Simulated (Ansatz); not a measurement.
Relaxing KAlAs3

All numbers below come from Ansatz, DFT PBE, scalar-relativistic, plane waves, PAW. Cutoff 420 eV, Γ-centred k mesh, Gaussian smearing, no spin polarisation in the final step.

The start puts KAlAs3 on the hexagonal perovskite (2H) structure type (P6_3/mmc, No. 194), with K in place of Ba, Al in place of Ni, As in place of O, at a guessed volume.

```xyz
10
Lattice="6.7924 0.0000 0.0000 -3.3962 5.8824 0.0000 0.0000 0.0000 5.8031" Properties=species:S:1:pos:R:3 pbc="T T T"
K     0.0000    3.9216    4.3523
K     3.3962    1.9608    1.4508
Al    0.0000    0.0000    2.9016
Al    0.0000    0.0000    0.0000
As    0.0000    1.7177    1.4508
As    5.3049    0.8588    4.3523
As    3.3962    4.1647    4.3523
As   -1.9087    5.0236    1.4508
As    1.9087    5.0236    1.4508
As    1.4875    0.8588    4.3523
```

Cell and atoms relax at zero pressure; the relaxation can't lower the symmetry of the start. After a coarse first stage the cell is made exact in the group found at 0.06 Å.

Energies over the elements count from the elements' standard structures at the same level, with no empirical corrections.

Q: Which crystal results?

A: It keeps P6_3/mmc (No. 194), but not the shape of the type it started on. Conventional cell: a = 6.202 Å, c = 7.234 Å. K is coordinated by 6 As at 3.11 Å; Al is coordinated by 6 As at 2.70 Å; As is coordinated by 2 Al at 2.70 Å, 2 As at 2.74 Å, 2 K at 3.11 Å and 2 As at 3.47 Å (next K at 3.95 Å).

```cif
data_structure
_symmetry_space_group_name_H-M 'P6_3/mmc'
_symmetry_Int_Tables_number 194
_cell_length_a 6.2020
_cell_length_b 6.2020
_cell_length_c 7.2337
_cell_angle_alpha 90.000
_cell_angle_beta 90.000
_cell_angle_gamma 120.000
_cell_volume 240.96
loop_
_atom_site_label
_atom_site_type_symbol
_atom_site_symmetry_multiplicity
_atom_site_Wyckoff_symbol
_atom_site_fract_x
_atom_site_fract_y
_atom_site_fract_z
_atom_site_occupancy
K1 K 2 d 0.33333 0.66667 0.75000 1
Al1 Al 2 a 0.00000 0.00000 0.50000 1
As1 As 6 h 0.18633 0.37267 0.25000 1
```

Q: What are its volume, energy, density and gap?

A: The volume per atom is 24.10 Å³. The density is 4.01 g/cm³ and the energy over the elements is -0.10 eV/atom. The gap on the 6×6×6 mesh is 0 eV (a metal).

The final run used a 6×6×6 mesh on its 10-atom cell and 0.10 eV smearing. The k mesh leaves about 4 meV/atom of noise in metals. A structure relaxed within its symmetry needn't be a true minimum. The steps took roughly 6 core-minutes in all.